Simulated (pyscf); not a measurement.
Structures and frequencies: ωB97X-D3(BJ)/def2-SVP in PySCF.

SMILES: [NH2][SnH]([OH])[OH]
```xyz
9

N      1.5013     0.0411     0.8524
Sn    -0.2932     0.5783     0.1125
O     -0.0139     2.4607    -0.4287
O     -0.6527    -0.4461    -1.5388
H      1.4983    -0.3679     1.7836
H      2.1763     0.8035     0.8306
H     -1.6486     0.3600     1.1159
H     -0.5208     2.6969    -1.2149
H      0.1667    -0.7661    -1.9365
```

How much does it cost (ΔH, 298 K, ωB97M-D3(BJ)/def2-TZVP) to split H₂N–SnH(OH)–OH at its N–Sn bond into NH₂• + HO–SnH•–OH?

N–Sn to NH₂• + HO–SnH•–OH: 313.4 kJ/mol. The 7 functionals that were run give +288.4 (r²SCAN) to +327.8 kJ/mol (ωB97X-D3(BJ)). Other isomers of HO–SnH•–OH were not searched in full and may lie lower. Elements past Kr carry the def2 core potentials, without spin-orbit coupling.
